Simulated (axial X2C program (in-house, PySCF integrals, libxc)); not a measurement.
**Bond lengths and stretching modes, held linear, of SiOH⁻**

Computed with an in-house all-electron X2C program for linear molecules (integrals from PySCF): two-component X2C with atomic mean-field Coulomb and Gaunt terms, Gaussian nuclei, basis Si dyall-v3z, O dyall-av3z, H dyall-v3z with contracted cores. Spin-free rows use the one-electron spin-free X2C Hamiltonian.

Masses Si 27.977, O 15.995, H 1.008 u. States: 2c Ω = 1 (beyond evenly filled blocks: ω = -1/2, ω = 3/2); spin-free M_S = 1, Λ = 0 (beyond evenly filled blocks: π+α, π-α).

HF, spin-free: energies above the lowest point

| r(Si–O) (Å) | r(O–H) (Å) | E (meV) |
| --- | --- | --- |
| 1.6780 | 0.9223 | 2.64 |
| 1.6780 | 0.9460 | 14.48 |
| 1.6780 | 0.9696 | 58.86 |
| 1.7210 | 0.9223 | 0.00 |
| 1.7210 | 0.9460 | 10.71 |
| 1.7210 | 0.9696 | 53.96 |
| 1.7210 | 0.9933 | 125.11 |
| 1.7640 | 0.9223 | 29.33 |
| 1.7640 | 0.9460 | 38.91 |
| 1.7640 | 0.9696 | 81.01 |
| 1.8071 | 0.9460 | 91.38 |
| 1.8071 | 0.9933 | 201.14 |

Q: Fit a quadratic surface with cubic terms in each bond: where is the minimum, and what are the two stretching wavenumbers?

A: At HF, spin-free: bonds 1.703 and 0.927 Å; harmonic stretches 699.3 and 4344.9 cm⁻¹; force constants 3.06, 10.5 and coupling -0.18 mdyn/Å.

The other levels and Hamiltonians give:

| Hamiltonian | level | r(Si–O) (Å) | r(O–H) (Å) | lower stretch (cm⁻¹) | upper stretch (cm⁻¹) |
| --- | --- | --- | --- | --- | --- |
| 2c | PBE0 | 1.719 | 0.945 | 685.1 | 4085.4 |
| 2c | HF | 1.703 | 0.927 | 699.4 | 4344.8 |
| 2c | BHandHLYP | 1.712 | 0.936 | 689.0 | 4187.3 |
| 2c | MP2 | 1.739 | 0.948 | 654.8 | 4052.4 |
| spin-free | PBE0 | 1.719 | 0.945 | 685.1 | 4085.4 |
| spin-free | BHandHLYP | 1.712 | 0.936 | 689.0 | 4187.2 |
| spin-free | MP2 | 1.739 | 0.948 | 654.7 | 4052.4 |

Each state is one determinant, the lowest of a limited PBE0 search; the stretches come from a fit to these few points and carry an uncertainty of a few per cent. Other orders of the atoms were not compared. MP2 freezes inner shells (threshold -2 hartree). For an anion the highest level of a functional can be positive, and the basis then holds the extra electron. The molecule was held linear; bending was not examined, so a bent shape may lie lower. Open-shell Ω = 0 determinants with evenly filled partner blocks cannot be reached by this program, so the Ω shown need not be the lowest component. Note: several unpaired electrons, one determinant need not be a pure state.
